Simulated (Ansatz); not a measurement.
O2, SMILES O=O (connectivity only; charge and spin as stated), neutral, multiplicity 3.

Geometry optimised at PBE0-D3(BJ)/def2-TZVPD.

Two levels are set side by side: PBE/def2-TZVPD (Ansatz, an electronic-structure program) and CAM-B3LYP/def2-TZVPD (Ansatz). Energy differences of separate SCF runs at the same geometry; the states with an electron removed or added have multiplicity 2 and 2. Differences are taken from unrounded values.

| quantity | CAM-B3LYP |
|---|---|
| vertical ionisation energy (eV) | 13.00 |

**Question.** What does PBE give, and how far is it from CAM-B3LYP? (Estimate from the structure and the level; the computed values follow.)

**Answer.** 
```tsv
quantity	PBE	PBE minus CAM-B3LYP
vertical ionisation energy (eV)	12.43	-0.57
```
